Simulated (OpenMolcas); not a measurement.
# P2H4 (SMILES PP): the vertical energy of the triplet above the singlet, rung by rung

The species is P2H4 (6 atoms), meant as a singlet with charge 0. As SMILES, `PP`. The coordinates come from a PBE0-D4/def2-TZVP relaxation. This is one conformer, not always the lowest.

```xyz
6

P     0.3651   -1.0488   -0.0823
P    -0.3652    1.0491    0.0781
H    -0.4970   -1.5216    0.9450
H    -0.5721   -1.3929   -1.0949
H     0.5028    1.5246   -0.9429
H     0.5664    1.3896    1.0970
```

Quantity: the vertical energy of the triplet above the singlet, in eV. The values are calculated.

```json
{"level": "HF/STO-3G", "kind": "Hartree–Fock", "program": "OpenMolcas", "value (eV)": "6.04", "less FCI/STO-3G": "-0.47", "CPU time (all runs)": "3.7 s"}
{"level": "HF/STO-3G, open shells restricted", "kind": "Hartree–Fock", "program": "OpenMolcas", "value (eV)": "6.11", "less FCI/STO-3G": "-0.40", "CPU time (all runs)": "4.3 s"}
{"level": "SVWN5/STO-3G", "kind": "LDA", "program": "OpenMolcas", "value (eV)": "6.28", "less FCI/STO-3G": "-0.23", "CPU time (all runs)": "9.8 s"}
{"level": "r2SCAN/STO-3G", "kind": "meta-GGA", "program": "OpenMolcas", "value (eV)": "6.28", "less FCI/STO-3G": "-0.23", "CPU time (all runs)": "15 s"}
{"level": "B3LYP/STO-3G", "kind": "global hybrid", "program": "OpenMolcas", "value (eV)": "6.26", "less FCI/STO-3G": "-0.25", "CPU time (all runs)": "12 s"}
{"level": "PBE0/STO-3G", "kind": "global hybrid", "program": "OpenMolcas", "value (eV)": "6.28", "less FCI/STO-3G": "-0.23", "CPU time (all runs)": "12 s"}
{"level": "MRCI(2,2)/STO-3G", "kind": "multireference", "program": "OpenMolcas", "value (eV)": "6.54", "less FCI/STO-3G": "+0.03", "CPU time (all runs)": "4.1 s"}
{"level": "FCI/STO-3G, open shells restricted", "kind": "exact in the basis", "program": "OpenMolcas", "value (eV)": "6.51", "less FCI/STO-3G": "0.00", "CPU time (all runs)": "2.3 min"}
```

FCI/STO-3G, open shells restricted is exact within its basis and frozen core, so for wave-function methods in that basis the difference is their error; functionals converge differently with the basis, so for them it is only a difference. The values span 6.04 to 6.54 eV. A triplet this far above the singlet is often a Rydberg-like or dissociative state; sets without diffuse functions put Rydberg states too high. All rows use very small basis sets, so even the best lies far from the true value. Times are those of the runs behind each value, whatever else they computed, on shared processors of several kinds: orders of magnitude only.
